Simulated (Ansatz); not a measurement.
# The cluster Ge₂O: reading failed and doubtful runs

2 inputs were typed for the cluster Ge₂O. Each is run as it stands; the log then has to tell whether the result can be used.

Method: the settings change from run to run; program: Ansatz 0.2.0, Gaussian basis.

**1. The relaxed structure**

The geometry comes from an earlier relaxation with r2SCAN-D4 in a triple-zeta def2 set; it is a stationary point.

3 atoms, charge 0, spin multiplicity 1.

Atoms are counted from 1 here; the program's logs count them from 0.

Bond lengths: Ge1–O3 1.832 Å, Ge2–O3 1.832 Å. Angles: Ge1–O3–Ge2 85.2°.

**2. Input 1**

Contents of in.yaml:

```yaml
crystal:
  periodic: [false, false, false]
  atoms:
    - {symbol: Ge, position_ang: [0.222555, 0.651568, 0.566316]}
    - {symbol: Ge, position_ang: [0.435900, -0.577930, -0.492339]}
    - {symbol: O, position_ang: [-0.554594, -0.104266, -0.060254]}
basis:
  gaussian: {orbitals: def2-SVP, final_grid: {core_spheres: 8, valence_spheres: 7, degree: 23}}
hamiltonian: {xc: {name: r2SCAN0}}
scf: {omitted_lower_state_checks: [starts]}
output: {forces: true}
```

Run with:

```bash
$ ansatz run in.yaml --threads 4 --pin off --events-out ev --progress --plain --max-ram 3916MiB
```

The program printed:

```text
Functional definition: r2SCAN0
  name "r2SCAN0"
  cite "Bursch, Neugebauer, Ehlert & Grimme, J. Chem. Phys. 156, 134105 (2022) doi:10.1063/5.0086040"
  cite "Furness, Kaplan, Ning, Perdew & Sun, J. Phys. Chem. Lett. 11, 8208 (2020) doi:10.1021/acs.jpclett.0c02405"
  cite "Furness, Kaplan, Ning, Perdew & Sun, J. Phys. Chem. Lett. 11, 9248 (2020) doi:10.1021/acs.jpclett.0c03077"
  parent r2scan
  parameter a = 0.25
  parameter k0 = 0.174
  parameter k1 = 0.065
  parameter a1 = 4.9479
  exchange = (1 - a)*r2scan_x(k0 = k0, k1 = k1, a1 = a1) + a*exact_x
  correlation = r2scan_c
these checks for a lower state are left out or cut short: starts
771 factors; integrals over basis functions are off by at most 1.2e-3 eV
mean field evaluation 1: about -115016.5671 eV, gradient 7.6e1 eV
mean field evaluation 2: about -114999.4669 eV, gradient 1.3e2 eV
mean field evaluation 4: about -115027.1138 eV, gradient 6.5e0 eV
mean field evaluation 8: about -115027.2792 eV, gradient 4.2e-1 eV
mean field evaluation 16: about -115027.2795 eV, gradient 1.9e-4 eV
mean field -115027.27947885 eV, -4227.1745525575 hartree, gradient 1.9e-5 eV, S^2 0.000000; 0 other end points of the search recorded, 0 dependent functions left out
the calculation of the forces begins
reference -115027.27948471 eV, -4227.1745527726 hartree; 36, 36 occupied and 42, 42 virtual orbitals, 771 factors
Total energy: -115027.27948471 eV, -4227.1745527726 hartree
Atom 0 at     0.222555     0.651568     0.566316 Å, force    34.138689    67.516236    56.910991 eV/Å
Atom 1 at     0.435900    -0.577930    -0.492339 Å, force    83.585573   -66.894372   -59.519914 eV/Å
Atom 2 at    -0.554594    -0.104266    -0.060254 Å, force  -117.724262    -0.621863     2.608923 eV/Å
Dipole moment:    -0.125230     0.002584     0.005554 e Å
Checks for a lower state left out: starts
```

It took 2.1 s on 4 threads of Arm Neoverse N1, shared host.

**Diagnosis.** The run converged, but a converged run isn't a right one. The geometry is squeezed well below its size. The shortest distance is 1.18 Å (Ge2–O3), against 1.83 Å in the relaxed molecule. Its coordinates are also moved off the relaxed structure. Its energy is no property of the relaxed molecule. Cure: use the relaxed coordinates.

**3. Input 2**

Contents of in.yaml:

```yaml
crystal:
  periodic: [false, false, false]
  atoms:
    - {symbol: Ge, position_ang: [0.237523, 0.879239, 0.954607]}
    - {symbol: Ge, position_ang: [0.648603, -0.770237, -0.852525]}
    - {symbol: O, position_ang: [-0.886126, -0.109002, -0.102083]}
basis:
  gaussian: {orbitals: def2-mTZVPP}
magnetization: {spin_polarized: true, initial_magnetization: 6}
hamiltonian: {xc: {name: SPW92}}
scf: {lower_state_search: off}
output: {forces: true}
```

Same command.

The program printed, shortened:

```text
Functional definition: SPW92
  name "SPW92"
  cite "Dirac, Proc. Camb. Phil. Soc. 26, 376 (1930) doi:10.1017/S0305004100016108"
  cite "Slater, Phys. Rev. 81, 385 (1951) doi:10.1103/PhysRev.81.385"
  cite "Perdew & Wang, Phys. Rev. B 45, 13244 (1992) doi:10.1103/PhysRevB.45.13244"
[...]
837 factors; their error is unknown
[...]
mean field -114887.76791821 eV, -4222.0475972683 hartree, gradient 2.2e-6 eV, S^2 12.004297; 0 other end points of the search recorded, 0 dependent functions left out
[...]
reference -114887.76794437 eV, -4222.0475982297 hartree; 39, 33 occupied and 57, 63 virtual orbitals, 837 factors
Total energy: -114887.76794437 eV, -4222.0475982297 hartree
Atom 0 at     0.237523     0.879239     0.954607 Å, force    -0.202112     2.415451     2.638727 eV/Å
Atom 1 at     0.648603    -0.770237    -0.852525 Å, force     0.978055    -2.320003    -2.549338 eV/Å
Atom 2 at    -0.886126    -0.109002    -0.102083 Å, force    -0.775944    -0.095448    -0.089389 eV/Å
Dipole moment:     0.280707     0.034529     0.032337 e Å
Checks for a lower state left out: stability, starts, cluster_reference, orbital_swaps, neighbouring_geometries, increment
```

It took 0.85 s on 4 threads of Arm Neoverse N1, shared host.

Diagnosis: The run converged, but a converged run isn't a right one. The spin is set far too high for this molecule. It asks for 6 unpaired electrons; the ground state has 0. Its energy belongs to an excited spin state, not the ground state. Cure: set initial_magnetization back to that of the ground state.

**4. How the tries ended**

```tsv
input	level	ended	cause	time
1	r2SCAN0/def2-SVP	converged	the geometry is squeezed well below its size	2.1 s
2	SPW92/def2-mTZVPP	converged	the spin is set far too high for this molecule	0.85 s
```

**Reading.** 2 converged. The dangerous case is the input that converges on a wrong geometry, charge, spin, basis or grid: often only a look at the input shows it.
